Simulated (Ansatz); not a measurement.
`CC1CC1` + H₂O → `OC1CC1` + CH₄ at 500 K and 1 bar (formal hydrolysis of a C–C bond).

Isolated molecules relaxed with PBE0-D4/def2-TZVP in Ansatz; ΔE leaves out vibrations. CCSD(T)/CBS is the MP2 limit (def2-TZVPP, def2-QZVPP) plus CCSD(T) − MP2 in def2-TZVPP, frozen cores. This one scheme is used for every species. One conformer a species, not always the lowest.

```csv
species,CCSD(T)/CBS energy (Eh),H − E (kJ/mol),S (J/(mol·K))
`CC1CC1`,-156.99741,323.3,334.4
H₂O,-76.37941,73.2,206.3
`OC1CC1`,-192.89809,258.9,324.0
CH₄,-40.46206,135.6,206.8
```

H − E and S are ideal-gas, rigid-rotor, harmonic terms from PBE0-D4/def2-TZVP, for one conformer and one mirror image of each species. 1 Eh = 2625.50 kJ/mol, R = 8.31446 J/(mol·K).

By hand: ΔE, ΔH, ΔS and ΔG.

ΔE = (-192.89809) + (-40.46206) − (-156.99741) − (-76.37941) = 0.01667 Eh = 43.8 kJ/mol. Δ(H − E) = 258.9 + 135.6 − 323.3 − 73.2 = -2.0, so ΔH = 41.8 kJ/mol. ΔS = 324.0 + 206.8 − 334.4 − 206.3 = -9.9 J/(mol·K). ΔG = 41.8 − 500 × (-9.9)/1000 = 46.8 kJ/mol.

By hand: the equilibrium constant, and the temperature at which ΔG would vanish if ΔH and ΔS stayed fixed.

log₁₀ K = −ΔG/(RT ln 10) = -4.9. ΔH and −TΔS have one sign here, so there is no such temperature.

The number of gas molecules stays the same, so ΔS is small and ΔH decides. A doubt of 5 kJ/mol in ΔE shifts log₁₀ K by 0.5 here. Other conformers and mirror images would add mixing entropy, several J/(mol·K) or more a flexible species. These are equilibria of isolated gas molecules and say nothing of rates. Largest T1 diagnostic: 0.009 (customary marks: 0.02 for closed shells, 0.045 for open ones).

ΔS is within the doubt of such terms, so its sign, and with it that verdict, could turn.
